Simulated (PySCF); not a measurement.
Coordinates in bohr (charge -1 multiplicity 1):
```
N    -0.7627    0.0000   -2.0509
O    -0.8077    0.0000    0.2052
O     1.4754    0.0000    1.5903
```

These are results of PySCF, BHandHLYP, basis N def2-TZVPP, O def2-TZVPP (no relativity, density fitting), not measurements.

This geometry of [NO2]- is a stationary point at this level.

(1) What is the point group?

(2) Is it a minimum?

(3) What are the dipole moment and the gap between the highest occupied and lowest empty levels?

(4) Give the atomic charges and bond orders.

(5) Give the ideal-gas entropy at 298.15 K and 1 bar by parts.

## Answers

(1) Cs.

(2) Yes: all harmonic wavenumbers are real.

(3) 1.61 D about the centre of mass and 6.72 eV.

(4) 
```tsv
atom	Mulliken	Löwdin	polar tensor	Mayer order to N1
N1	-0.39	-0.46	-0.52	–
O2	0.05	0.07	0.35	1.58
O3	-0.66	-0.61	-0.82	0.27
```
Other Mayer orders above 0.3: O–O 0.81.

(5) translation 156.6, rotation 85.4, vibration 2.3, spin 0.0; total 244.3 J/(mol K).

Other isomers or separated fragments may lie lower. The lowest empty level of this anion is unbound, so it and the gap depend on the basis. The basis has no diffuse functions, which an anion would want.
